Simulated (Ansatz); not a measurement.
The input, for Ansatz 0.2.0:

```yaml
crystal:
  periodic: [false, false, false]
  atoms:
    - {symbol: B, position_ang: [0.000000, 0.000000, 0.000000]}
    - {symbol: N, position_ang: [0.000000, 0.000000, 1.746000]}
basis:
  gaussian: {orbitals: cc-pVDZ}
total_charge: 1
magnetization: {spin_polarized: false, initial_magnetization: 1}
correlation: {method: fic_mrcisd_q, electrons: outside_noble_gas, active_space: {window: {electrons: 3, orbitals: 3}}}
```

```sh
$ ansatz run in.yaml --threads 1 --pin off --events-out ev --progress --plain --max-ram 2393MiB
```

The program prints:

```
269 factors; integrals over basis functions are off by at most 1.1e-3 eV
mean field evaluation 1: about -2127.6091 eV, gradient 4.6e1 eV
mean field evaluation 2: about -2127.6105 eV, gradient 4.6e1 eV
mean field evaluation 4: about -2135.3408 eV, gradient 1.3e1 eV
mean field evaluation 8: about -2136.3424 eV, gradient 2.6e-1 eV
mean field evaluation 16: about -2134.1258 eV, gradient 1.4e1 eV
mean field evaluation 32: about -2135.5716 eV, gradient 1.1e-4 eV
mean field evaluation 64: about -2136.0642 eV, gradient 1.2e-6 eV
mean field evaluation 96: about -2131.6345 eV, gradient 8.1e0 eV
mean field evaluation 128: about -2136.3299 eV, gradient 7.4e-1 eV
mean field evaluation 160: about -2136.3441 eV, gradient 7.7e-6 eV
mean field -2136.34410156 eV, -78.5091976663 hartree, gradient 7.7e-6 eV, S^2 0.750000; 12 other end points of the search recorded, 0 dependent functions left out
reference -2136.34410156 eV, -78.5091976663 hartree; 6, 5 occupied and 22, 23 virtual orbitals, 269 factors
state -2138.65950505 eV, -78.5942871751 hartree
...
contracted CI cycle   7: correlation -4.20153981 eV, -0.1544037402 hartree, residual 2.43e-1 eV
contracted CI cycle   8: correlation -4.20352143 eV, -0.1544765632 hartree, residual 1.46e-1 eV
contracted CI cycle   9: correlation -4.20404656 eV, -0.1544958615 hartree, residual 6.77e-2 eV
contracted CI cycle  10: correlation -4.20415751 eV, -0.1544999389 hartree, residual 3.43e-2 eV
contracted CI cycle  11: correlation -4.20418675 eV, -0.1545010133 hartree, residual 1.69e-2 eV
contracted CI cycle  12: correlation -4.20419384 eV, -0.1545012740 hartree, residual 8.58e-3 eV
contracted CI cycle  13: correlation -4.20419569 eV, -0.1545013417 hartree, residual 4.22e-3 eV
contracted CI cycle  14: correlation -4.20419617 eV, -0.1545013595 hartree, residual 2.42e-3 eV
contracted CI cycle  15: correlation -4.20419631 eV, -0.1545013648 hartree, residual 1.20e-3 eV
contracted CI cycle  16: correlation -4.20419635 eV, -0.1545013660 hartree, residual 5.47e-4 eV
state -2137.21281950 eV, -78.5411224616 hartree; corrected -2141.94669734 eV, -78.7150892638 hartree
state -2138.65950505 eV, -78.5942871751 hartree; corrected -2143.11623456 eV, -78.7580689638 hartree
the orbitals are reached from a further start. From the first start the search ends at -2137.21280473 eV, -78.5411219189 hartree
Total energy: -2143.11623456 eV, -78.7580689638 hartree
```

The active space holds one configuration alone, so it describes no static correlation.

Natural occupations: 1.0000 1.0000 1.0000.

For the same geometry and basis full CI lies 8.7 meV lower. By full CI's occupations no single determinant describes the state well.

Ran on 1 thread of Arm Neoverse V1, shared host: 1.1 s wall, 0.13 GiB peak host memory.
